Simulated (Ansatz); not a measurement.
# SiN2H6: vertical ionisation energy

How much energy removes an electron from SiN2H6 at fixed geometry? The cation is run at each level and the neutral's energy taken from earlier runs.

Computed with Ansatz 0.2.0, Gaussian basis. Level: unrestricted cation, the program's frozen cores in correlated methods.

Levels to be run: UKS PBE-D4/def2-TZVPP; UKS r2SCAN-D4/def2-TZVPP; UKS PBE0-D4/def2-TZVPP; UKS B3LYP-D4/def2-TZVPP; UKS wB97X-V/def2-TZVPP; UKS wB97M-V/def2-TZVPP; UKS B2PLYP/def2-TZVPP; UHF-CCSD(T)/def2-TZVPP; then −ε(HOMO) from the neutral's earlier runs with LDA (SPW92), PBE-D4, revPBE-D4, BLYP-D4, r2SCAN-D4, B97M-V, PBE0-D4, B3LYP-D4, r2SCANh-D4, r2SCAN0-D4, HSE06-D4, BHLYP-D4, CAM-B3LYP-D4, LC-ωPBE, ωB97X-V, ωB97M-V.

1 further run of the same task is left out (it didn't finish).

## 1. The relaxed structure

All runs share one geometry, relaxed beforehand with PBE0-D4 in a triple-zeta def2 set.

SMILES `NN[SiH3]`, 9 atoms, charge 0, spin multiplicity 1.

Atoms are counted from 1 here; the program's logs count them from 0.

Bond lengths: N1–N2 1.407 Å, N1–H4 1.014 Å, N1–H5 1.013 Å, N2–Si3 1.714 Å, N2–H6 1.005 Å, Si3–H7 1.494 Å, Si3–H8 1.491 Å, Si3–H9 1.486 Å. Angles: N2–N1–H4 110.8°, N2–N1–H5 110.1°, H4–N1–H5 108.5°, N1–N2–Si3 123.5°, N1–N2–H6 112.1°, Si3–N2–H6 123.5°, N2–Si3–H7 112.3°, N2–Si3–H8 110.9°, N2–Si3–H9 107.1°, H7–Si3–H8 106.4°, H7–Si3–H9 109.8°, H8–Si3–H9 110.4°.

## 2. Cation, UKS PBE-D4/def2-TZVPP

in.yaml

```yaml
crystal:
  periodic: [false, false, false]
  atoms:
    - {symbol: N, position_ang: [-0.558798, 0.925039, -1.203119]}
    - {symbol: N, position_ang: [-0.285456, 0.708205, 0.159691]}
    - {symbol: Si, position_ang: [0.408446, -0.736644, 0.767485]}
    - {symbol: H, position_ang: [0.267926, 0.761311, -1.767474]}
    - {symbol: H, position_ang: [-1.290546, 0.297563, -1.515551]}
    - {symbol: H, position_ang: [-0.377522, 1.549257, 0.701780]}
    - {symbol: H, position_ang: [1.729201, -1.040038, 0.139617]}
    - {symbol: H, position_ang: [-0.469783, -1.907347, 0.484548]}
    - {symbol: H, position_ang: [0.576533, -0.557346, 2.233034]}
basis:
  gaussian: {orbitals: def2-TZVPP}
total_charge: 1
magnetization: {spin_polarized: true, initial_magnetization: 1}
hamiltonian: {xc: pbe, dispersion: d4}
```

Further steps of the session: Cation, UKS r2SCAN-D4/def2-TZVPP; Cation, UKS PBE0-D4/def2-TZVPP; Cation, UKS B3LYP-D4/def2-TZVPP; Cation, UKS wB97X-V/def2-TZVPP; Cation, UKS wB97M-V/def2-TZVPP; Cation, UKS B2PLYP (frozen core)/def2-TZVPP; Cation, UHF-CCSD(T)/def2-TZVPP.

Q: Predict the results of all the runs planned. Wanted: ionisation energy, CCSD(T)/def2-TZVPP; nearest functional by difference; nearest −ε(HOMO); −ε(HOMO) of PBE; T1 of the cation.

As calculated:

```
                             quantity               value
ionisation energy, CCSD(T)/def2-TZVPP             9.42 eV
     nearest functional by difference  ωB97M-V (-0.01 eV)
                     nearest −ε(HOMO)  ωB97M-V (-0.04 eV)
                      −ε(HOMO) of PBE             5.62 eV
                     T1 of the cation               0.023
```

**Reading.** Energy differences with functionals land within 0.31 eV of the reference. The PBE orbital energy is 3.8 eV too small: a semilocal HOMO is no ionisation energy. Among orbital estimates ωB97M-V comes nearest. Hartree-Fock falls 1.29 eV short, as the neutral has more correlation energy than the cation.
